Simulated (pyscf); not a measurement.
PySCF, gas phase, ωB97X-D3(BJ)/def2-SVP geometries.

### Question
HO–OH + •H₂C–CH₃ -> H₃C–CH₂–OH + OH•
Surface: doublet. Broken: O–O. Formed: C–O. Give ΔE‡ and ΔE from ωB97M-D3(BJ)/def2-TZVP, relative to the separated reactants.

### Answer
ΔE‡ = 10.6 kcal/mol, ΔE = -44.9 kcal/mol. Zero-point energy shifts the barrier by +0.9 kcal/mol. It is a substitution at O, with an imaginary mode of 916i cm⁻¹. On the product side the descent ends in a complex, 7.3 kcal/mol under the separated species and 63.6 kcal/mol under the saddle at ωB97X-D3(BJ)/def2-TZVP. The same reactants have a lower exit, to •O–OH + H₃C–CH₃ (barrier +5.0 kcal/mol at ωB97M-D3(BJ), against +10.6 kcal/mol here). One saddle was located; it need not be the lowest between these sides. The angle at the attacked O is 171°. Left out: the spin-orbit lowering of OH.
